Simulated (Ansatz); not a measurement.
Results of r²SCAN (plane waves, PAW; Ansatz, a first-principles code) for hematite (α-Fe2O3).

Run with plane-wave cutoff 560 eV, 8×8×8 k mesh, Fermi–Dirac smearing 0.01 eV, spin-polarised with opposed moments, scalar-relativistic PAW data made under PBE.

Shape and atoms are relaxed at each volume.

Pressure at four volumes; x = ln(V/9.962 Å³). One pressure is withheld.

| V (Å³/atom) | x | P (GPa) |
|---|---|---|
| 9.563 | -0.0409 | ? |
| 9.763 | -0.0202 | 4.42 |
| 9.962 | 0.0000 | -0.01 |
| 10.360 | 0.0392 | -7.61 |

Task: Pass a parabola P(x) through the three rows shown, estimate the bulk modulus and its pressure derivative near zero pressure, and predict the withheld pressure.

Result: Slopes between the rows: (-0.01 − (4.42))/(0.0000 − (-0.0202)) = -219.31 and (-7.61 − (-0.01))/(0.0392 − (0.0000)) = -193.88 GPa. Their difference over the span 0.0594 is c = 25.43/0.0594 = 428.1 GPa, so P(x) = 4.42 + (-219.31)(x − (-0.0202)) + 428.1 (x − (-0.0202))(x − (0.0000)). At the middle row B = −dP/dx = −[-219.31 + 428.1 × 0.0202] = 210.7 GPa, and B′ = dB/dP = 2c/B = 4.1. At x = -0.0409 the parabola gives 9.32 GPa; the run gives 9.30 GPa. The Birch–Murnaghan fit to the energies at all volumes has B0 = 210 GPa and B′ = 4.0.

Measured, for comparison: bulk modulus 204 GPa (300 K, copied from a table, unchecked, no zero-point or thermal correction, sources range from 204 to 231; as tabulated in BurnMan's mineral tables). Computed less measured: bulk modulus not scored (unchecked). A static lattice is as a rule a little smaller and stiffer than an uncorrected measurement, which can account for part of this in the bulk modulus.

Note: without U or exact exchange, gaps and moments of open d shells tend to come out too small.
